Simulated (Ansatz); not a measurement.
CH3OSi (charge +1), singlet: one point of a scan.

The input file, in.yaml:

```yaml
crystal:
  periodic: [false, false, false]
  atoms:
    - {symbol: O, position_ang: [1.009933, -1.885060, 0.983506]}
    - {symbol: C, position_ang: [0.532099, -0.998711, 0.518649]}
    - {symbol: Si, position_ang: [-0.315873, 0.589826, -0.307628]}
    - {symbol: H, position_ang: [-1.455156, -0.081575, -0.956957]}
    - {symbol: H, position_ang: [0.851237, 1.033596, -1.191836]}
    - {symbol: H, position_ang: [-0.578980, 1.358362, 0.921492]}
basis:
  gaussian: {orbitals: def2-TZVPP}
total_charge: 1
hamiltonian: {xc: pbe0, dispersion: d4}
output: {forces: true, orbitals: {seedname: orbitals}}
```

Command:

```bash
ansatz run in.yaml --threads 2 --pin off --events-out ev --progress --plain --max-ram 4352MiB
```

What Ansatz 0.2.0 printed:

```
Functional definition: PBE0
  name "PBE0"
  cite "Adamo & Barone, J. Chem. Phys. 110, 6158 (1999) doi:10.1063/1.478522"
  cite "Perdew, Burke & Ernzerhof, Phys. Rev. Lett. 77, 3865 (1996) doi:10.1103/PhysRevLett.77.3865"
  parent pbe
  parameter a = 0.25
  parameter kappa = 0.804
  parameter beta = 0.06672455060314922
  exchange = (1 - a)*pbe_x(kappa = kappa, mu = beta*pi^2/3) + a*exact_x
  correlation = pbe_c(beta = beta)
799 factors; their error is unknown
mean field evaluation 1: about -10989.6140 eV, gradient 6.4e1 eV
mean field evaluation 2: about -10969.9907 eV, gradient 1.2e2 eV
mean field evaluation 4: about -10996.2096 eV, gradient 4.0e0 eV
mean field evaluation 8: about -10996.2516 eV, gradient 3.3e-2 eV
mean field evaluation 16: about -10996.2775 eV, gradient 3.0e-5 eV
mean field -10996.27751770 eV, -404.1057452310 hartree, gradient 3.0e-5 eV, S^2 0.000000; 0 other end points of the search recorded, 0 dependent functions left out
the calculation of the forces begins
reference -10996.27754455 eV, -404.1057462174 hartree; 15, 15 occupied and 131, 131 virtual orbitals, 799 factors
Total energy: -10996.33231996 eV, -404.1077591769 hartree
Atom 0 at     1.009933    -1.885060     0.983506 Å, force     0.005155    -0.010958    -0.000590 eV/Å
Atom 1 at     0.532099    -0.998711     0.518649 Å, force    -0.008344     0.029181    -0.009579 eV/Å
Atom 2 at    -0.315873     0.589826    -0.307628 Å, force     0.713789     0.254014    -0.529258 eV/Å
Atom 3 at    -1.455156    -0.081575    -0.956957 Å, force     0.008925     0.003948    -0.005976 eV/Å
Atom 4 at     0.851237     1.033596    -1.191836 Å, force    -0.727105    -0.280184     0.553616 eV/Å
Atom 5 at    -0.578980     1.358362     0.921492 Å, force     0.007580     0.003999    -0.008213 eV/Å
Dipole moment:    -0.152329     0.282746    -0.148089 e Å
```

The lines “mean field evaluation” count trial sets of orbitals through the whole run, from several starts and some on an approximate energy, so they need not fall steadily or lie above the final value.

Hardware: 2 CPU threads of an Arm Neoverse V1, shared host. Wall time about 1.8 s.
